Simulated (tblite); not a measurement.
Compound: C5H8P (charge +1).
InChI=1S/C5H7P/c1-6-4-2-3-5-6/h2-5H,1H3/p+1

All values are computed: GFN2-xTB (tblite) harmonic vibrations without scaling, gas phase. Errors from tens to a few hundred cm⁻¹ against measured bands are possible. Modes of hydrogen on phosphorus can be 10 to 20 % off.

Harmonic wavenumbers (cm⁻¹): 124.4, 170.5, 174.7, 375.3, 440.6, 506.0, 666.7, 693.8, 698.4, 743.1, 760.4, 778.3, 825.0, 846.0, 886.3, 906.9, 909.5, 925.6, 1002.4, 1070.5, 1074.9, 1198.3, 1271.3, 1302.1, 1374.7, 1376.3, 1507.9, 1581.3, 2411.1, 2981.8, 2987.1, 2989.5, 3106.6, 3110.5, 3121.1, 3123.0.

A = 5765, B = 2584, C = 2043 MHz; mass 99.036 u (most abundant isotopes); point group Cs, symmetry number 1.

Zero-point energy?

Half the sum of the wavenumbers: 24011 cm⁻¹ = 287.24 kJ/mol.

What is S at 350 K and 1 bar for an ideal gas of classical rigid rotors and harmonic oscillators?

Translation 169.50, rotation 113.96, vibration 70.47: S = 353.9 J/(mol K).

And Cp and H(350 K) − H(0)?

Cp = 133.29 J/(mol K), of which vibrations give 100.04 (their classical limit is 36 R = 299.3); H(350 K) − H(0) = 26.49 kJ/mol without the zero-point energy, 14.85 from vibrations.

Blend soft modes into free rotors: weight 1/[1 + (100 cm⁻¹/ν̃)⁴] for the oscillator and the rest for a rotor with moment μB/(μ + B), μ = h/(8π²ν), B = 10⁻⁴⁴ kg m². What vibrational entropy results?

69.62 J/(mol K) in place of 70.47, which changes −T·S at 350 K by +0.30 kJ/mol.

Which modes carry the vibrational entropy at 350 K?

124.4 cm⁻¹: 13.98; 170.5 cm⁻¹: 11.44; 174.7 cm⁻¹: 11.24; 375.3 cm⁻¹: 5.49; 440.6 cm⁻¹: 4.43; 506.0 cm⁻¹: 3.58 J/(mol K); the other 30 give 20.32 together.

What must be added to the electronic energy to get the Gibbs energy at 350 K and 1 bar?

ZPE + [H(350 K) − H(0)] − T·S = 287.24 + 26.49 − 123.88 = 189.85 kJ/mol.

How do the functions run with temperature in this model?

| T (K) | S (J/(mol K)) | Cp (J/(mol K)) | H − H(0) (kJ/mol) | G − H(0) (kJ/mol) | ln q(vib) |
| --- | --- | --- | --- | --- | --- |
| 150 | 275.3 | 64.2 | 6.93 | -34.36 | 0.84 |
| 250 | 315.4 | 97.4 | 14.93 | -63.92 | 2.00 |
| 298.15 | 334.0 | 115.1 | 20.04 | -79.55 | 2.64 |
| 400 | 372.8 | 149.3 | 33.56 | -115.56 | 4.12 |
| 600 | 443.3 | 197.9 | 68.66 | -197.31 | 7.30 |
| 900 | 532.6 | 241.7 | 135.19 | -344.16 | 12.12 |

q(vib) and H(0) count from the zero-point level.

Hindered rotation and anharmonicity are outside this model.

Hardware: one thread, x86-64 server, no GPU (shared host). This covers the Hessian and the dipole derivatives.
